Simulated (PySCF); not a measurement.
Stepwise substitution at one centre (Si F-NH2). All species are isolated molecules in the gas phase. One relaxed conformer stands for each flexible species; it need not be the lowest. Strings in code marks are SMILES.

The four lowest singlet excitations (Tamm–Dancoff). Method: PBE-D3(BJ)/def2-TZVP // B3LYP-D3(BJ)/def2-TZVP in PySCF. Excitations are Tamm–Dancoff values on a coarser integration grid. The basis has no diffuse functions, so Rydberg states are missing or too high.

```tsv
state	energy (eV)	wavelength (nm)	oscillator strength
S1	6.89	180	0.039
S2	8.19	151	0.000
S3	8.39	148	0.002
S4	8.64	144	0.002
```

Problem. Identify which member gives these states.
(A) `N[Si](N)(F)F`
(B) `N[Si](F)(F)F`
(C) `F[Si](F)(F)F`
(D) `N[Si](N)(N)F`

Solution. B, `N[Si](F)(F)F`
